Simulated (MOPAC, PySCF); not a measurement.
CH$_{5}$N, SMILES `CN`, neutral singlet in the gas phase. 

Z-matrix (Å, degrees):
```
C
H 1 1.0922
H 1 1.0922 2 107.15
H 1 1.1006 2 107.85 3 115.87
N 1 1.4617 2 109.14 3 -118.06
H 5 1.0142 1 110.02 2 -179.95
H 5 1.0142 6 106.23 1 -119.05
```
Charge 0, spin multiplicity 1.

All levels are single points at this geometry (r2SCAN-D4/def2-TZVP); Pople sets use spherical d functions. Orbital energies aren't observables, and empty levels follow the basis.

AM1 in MOPAC gives gap (eV) = 13.73.

Question: Estimate the gap (eV) from each of these levels: PBE-D3(BJ)/def2-TZVP in PySCF; r2SCAN-D4/def2-TZVP in PySCF; B3LYP/3-21G in PySCF; B3LYP/6-311+G** in PySCF; B3LYP/6-31G* in PySCF; M06-2X/6-31G* in PySCF; PBE/6-31G* in PySCF; SVWN5/6-31G* in PySCF; HF/3-21G in PySCF; HF/6-31G* in PySCF; PM3 in MOPAC; PM6 in MOPAC.

Answer: 
```json
[
 {"level": "PBE-D3(BJ)/def2-TZVP in PySCF", "gap (eV)": "5.65"},
 {"level": "r2SCAN-D4/def2-TZVP in PySCF", "gap (eV)": "6.82"},
 {"level": "B3LYP/3-21G in PySCF", "gap (eV)": "8.69"},
 {"level": "B3LYP/6-311+G** in PySCF", "gap (eV)": "6.66"},
 {"level": "B3LYP/6-31G* in PySCF", "gap (eV)": "8.54"},
 {"level": "M06-2X/6-31G* in PySCF", "gap (eV)": "11.66"},
 {"level": "PBE/6-31G* in PySCF", "gap (eV)": "6.58"},
 {"level": "SVWN5/6-31G* in PySCF", "gap (eV)": "6.45"},
 {"level": "HF/3-21G in PySCF", "gap (eV)": "17.48"},
 {"level": "HF/6-31G* in PySCF", "gap (eV)": "16.72"},
 {"level": "PM3 in MOPAC", "gap (eV)": "12.55"},
 {"level": "PM6 in MOPAC", "gap (eV)": "12.98"}
]
```
